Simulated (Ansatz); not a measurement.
# quartet BHSCl: levels of theory compared

Aim: a comparison of 6 runs (U-r2SCAN/STO-3G, UBLYP/STO-3G, UPBE0/STO-3G, RPA@PBE/STO-3G, UCCSD(T)/STO-3G, FCI/STO-3G) of quartet BHSCl. 

Program for the calculation: Ansatz 0.2.0.

75 further runs of the same task are left out: 2 that didn't finish, 73 set aside as unsound or not needed.

### 1 The molecule

BHSCl has 4 atoms, charge 0, and is taken as a quartet. SMILES of the parent species: `S[B]Cl`. The shape is that of a PBE0-D4/def2-TZVP optimisation. That shape belongs to the parent species and isn't relaxed for this state.

Bond lengths: S1–B2 1.766 Å, B2–Cl3 1.722 Å, S1–H4 1.344 Å. Angles: S1–B2–Cl3 124.8°, B2–S1–H4 96.3°.

### 2 A single-point energy at U-r2SCAN/STO-3G (run 1)

job.yaml reads:

```yaml
basis:
  gaussian:
    orbitals: STO-3G
crystal:
  periodic: [false, false, false]
  atoms:
    - {symbol: S, position_ang: [0.566400, -0.789100, 0.531400]}
    - {symbol: B, position_ang: [-0.299600, 0.475700, -0.345800]}
    - {symbol: Cl, position_ang: [-2.014100, 0.616000, -0.427300]}
    - {symbol: H, position_ang: [1.802900, -0.362900, 0.221400]}
magnetization:
  spin_polarized: true
  initial_magnetization: 3
hamiltonian:
  xc: {name: r2SCAN}
accuracy: high
```

On the command line:

```
ansatz run job.yaml --threads 1 --pin off --max-ram 2610MiB --events-out events.jsonl --progress --plain --runs-dir runs
```

Standard output:

```text
Warning: RAYON_NUM_THREADS=1 ignored (pool sized by the plan → 1); use --threads N
Functional definition: r2SCAN
  name "r2SCAN"
  parameter k0 = 0.174
  parameter k1 = 0.065
  parameter a1 = 4.9479
  exchange = r2scan_x(k0 = k0, k1 = k1, a1 = a1)
  correlation = r2scan_c
427 factors; integrals over basis functions are off by at most 1.9e-8 eV
mean field evaluation 1: about -23776.4660 eV, gradient 1.4e1 eV
mean field evaluation 2: about -23755.5834 eV, gradient 3.1e1 eV
mean field evaluation 4: about -23778.5402 eV, gradient 4.3e0 eV
mean field evaluation 8: about -23778.7896 eV, gradient 5.3e-2 eV
mean field evaluation 16: about -23778.7737 eV, gradient 2.4e-5 eV
mean field -23778.77371230 eV, -873.8538160955 hartree, gradient 6.1e-8 eV, S^2 3.753590; 2 other end points of the search recorded, 0 dependent functions left out
reference -23778.77371295 eV, -873.8538161191 hartree; 21, 18 occupied and 3, 6 virtual orbitals, 427 factors
Total energy: -23778.77371295 eV, -873.8538161191 hartree
```

Wall time 7.2 s (1 thread of Arm Neoverse V1, shared host); peak memory 0.23 GiB.

### 3 The energy at UBLYP/STO-3G (run 2)

molecule.yaml reads:

```yaml
crystal:
  periodic: [false, false, false]
  atoms:
    - {symbol: S, position_ang: [0.566400, -0.789100, 0.531400]}
    - {symbol: B, position_ang: [-0.299600, 0.475700, -0.345800]}
    - {symbol: Cl, position_ang: [-2.014100, 0.616000, -0.427300]}
    - {symbol: H, position_ang: [1.802900, -0.362900, 0.221400]}
basis:
  gaussian: {orbitals: STO-3G}
hamiltonian: {xc: {name: BLYP}}
accuracy: high
magnetization: {spin_polarized: true, initial_magnetization: 3}
```

On the command line:

```
ansatz run molecule.yaml --threads 1 --pin off --max-ram 2610MiB --events-out events.jsonl --progress --plain --runs-dir runs
```

Standard output:

```text
Warning: RAYON_NUM_THREADS=1 ignored (pool sized by the plan → 1); use --threads N
Functional definition: BLYP
  name "BLYP"
  parameter beta = 0.0042
  parameter a = 0.04918
  parameter b = 0.132
  parameter c = 0.2533
  parameter d = 0.349
  exchange = b88_x(beta = beta)
  correlation = lyp_c(a = a, b = b, c = c, d = d)
427 factors; integrals over basis functions are off by at most 1.9e-8 eV
mean field evaluation 1: about -23773.9733 eV, gradient 1.5e1 eV
mean field evaluation 2: about -23752.3253 eV, gradient 3.1e1 eV
mean field evaluation 4: about -23776.1791 eV, gradient 4.5e0 eV
mean field evaluation 8: about -23776.4433 eV, gradient 4.6e-2 eV
mean field evaluation 16: about -23776.4285 eV, gradient 1.3e-6 eV
mean field evaluation 32: about -23770.3505 eV, gradient 3.3e0 eV
mean field -23776.42853422 eV, -873.7676323903 hartree, gradient 2.3e-8 eV, S^2 3.751758; 3 other end points of the search recorded, 0 dependent functions left out
reference -23776.42857037 eV, -873.7676337188 hartree; 21, 18 occupied and 3, 6 virtual orbitals, 427 factors
Total energy: -23776.42857037 eV, -873.7676337188 hartree
```

Wall time 2.3 s (1 thread of Arm Neoverse V1, shared host); peak memory 0.13 GiB.

### 4 A single-point energy at UPBE0/STO-3G (run 3)

run.yaml reads:

```yaml
crystal:
  periodic: [false, false, false]
  atoms:
    - {symbol: S, position_ang: [0.566400, -0.789100, 0.531400]}
    - {symbol: B, position_ang: [-0.299600, 0.475700, -0.345800]}
    - {symbol: Cl, position_ang: [-2.014100, 0.616000, -0.427300]}
    - {symbol: H, position_ang: [1.802900, -0.362900, 0.221400]}
basis:
  gaussian:
    orbitals: STO-3G
magnetization:
  spin_polarized: true
  initial_magnetization: 3
hamiltonian:
  xc: {name: PBE0}
accuracy: high
```

On the command line:

```
ansatz run run.yaml --threads 1 --pin off --max-ram 2610MiB --events-out events.jsonl --progress --plain --runs-dir runs
```

Standard output:

```text
Warning: RAYON_NUM_THREADS=1 ignored (pool sized by the plan → 1); use --threads N
Functional definition: PBE0
  name "PBE0"
  parameter a = 0.25
  parameter kappa = 0.804
  parameter beta = 0.06672455060314922
  exchange = (1 - a)*pbe_x(kappa = kappa, mu = beta*pi^2/3) + a*exact_x
  correlation = pbe_c(beta = beta)
427 factors; integrals over basis functions are off by at most 1.9e-8 eV
mean field evaluation 1: about -23769.4685 eV, gradient 1.3e1 eV
mean field evaluation 2: about -23764.9623 eV, gradient 1.9e1 eV
mean field evaluation 4: about -23771.4241 eV, gradient 2.8e0 eV
mean field evaluation 8: about -23771.5283 eV, gradient 9.6e-3 eV
mean field evaluation 16: about -23771.5283 eV, gradient 2.1e-6 eV
mean field -23771.52830172 eV, -873.5875521675 hartree, gradient 6.0e-8 eV, S^2 3.753067; 2 other end points of the search recorded, 0 dependent functions left out
reference -23771.52830302 eV, -873.5875522156 hartree; 21, 18 occupied and 3, 6 virtual orbitals, 427 factors
Total energy: -23771.52830302 eV, -873.5875522156 hartree
```

It took 2.1 s on 1 thread of Arm Neoverse V1, shared host; peak memory 0.13 GiB.

Runs 4 to 5 aren't shown in full; the table further down has their settings and results.

### 5 The energy at FCI/STO-3G (run 6)

input.yaml reads:

```yaml
crystal:
  periodic: [false, false, false]
  atoms:
    - {symbol: S, position_ang: [0.566400, -0.789100, 0.531400]}
    - {symbol: B, position_ang: [-0.299600, 0.475700, -0.345800]}
    - {symbol: Cl, position_ang: [-2.014100, 0.616000, -0.427300]}
    - {symbol: H, position_ang: [1.802900, -0.362900, 0.221400]}
basis:
  gaussian:
    orbitals: STO-3G
magnetization:
  spin_polarized: true
  initial_magnetization: 3
correlation:
  method: fci
  frozen_orbitals: {B: 1, Cl: 5, H: 0, S: 5}
accuracy: high
```

On the command line:

```
ansatz run input.yaml --threads 1 --pin off --max-ram 2610MiB --events-out events.jsonl --progress --plain --runs-dir runs
```

Standard output:

```text
Warning: RAYON_NUM_THREADS=1 ignored (pool sized by the plan → 1); use --threads N
Functional definition: HF
  name "HF"
  exchange = exact_x
  correlation = 0
427 factors; integrals over basis functions are off by at most 1.9e-8 eV
mean field evaluation 1: about -23740.3816 eV, gradient 1.3e1 eV
mean field evaluation 2: about -23740.4685 eV, gradient 1.3e1 eV
mean field evaluation 4: about -23742.7494 eV, gradient 1.5e0 eV
mean field evaluation 8: about -23742.7962 eV, gradient 1.6e-2 eV
mean field -23742.79623070 eV, -872.5316680331 hartree, gradient 7.8e-8 eV, S^2 3.758433; 0 other end points of the search recorded, 0 dependent functions left out
mean field evaluation 16: about -23742.7325 eV, gradient 2.5e-1 eV
11 core orbitals not correlated: weight in the atoms' cores, before any rotation towards them, 1.000 or more for the frozen orbitals, at most 0.000 for the correlated occupied ones
reference -23742.73247542 eV, -872.5293250695 hartree; 10, 7 occupied and 3, 6 virtual orbitals, 427 factors
state -23744.24808715 eV, -872.5850227732 hartree
Total energy: -23744.24808715 eV, -872.5850227732 hartree
```

It took 3.6 s on 1 thread of Arm Neoverse V1, shared host; peak memory 0.11 GiB.

### 6 All runs side by side

| run | level | frozen core orbitals | energy (Eh) | ⟨S²⟩ | wall time |
| --- | --- | --- | --- | --- | --- |
| 1 | U-r2SCAN/STO-3G | – | -873.853816 | 3.754 | 7.2 s |
| 2 | UBLYP/STO-3G | – | -873.767634 | 3.752 | 2.3 s |
| 3 | UPBE0/STO-3G | – | -873.587552 | 3.753 | 2.1 s |
| 4 | RPA@PBE/STO-3G | 11 | -872.627879 | 3.753 | 2.7 s |
| 5 | UCCSD(T)/STO-3G | 11 | -872.584829 | 3.758 | 0.34 s |
| 6 | FCI/STO-3G | 11 | -872.585023 | – | 3.6 s |

### 7 Results

| quantity | value |
| --- | --- |
| run 6: total energy | -872.58502 Eh |
| run 6: correlation energy (11 core orbitals frozen) | -55.7 mEh |

**Reading.** Against full CI in this basis: UCCSD(T) +0.2 mEh. Totals of different functionals can't be ranked against each other. In runs 1, 2, 3, 4, 5, 6 the basis is minimal, so the values are rough. All runs together took 18 s, the longest 7.2 s.
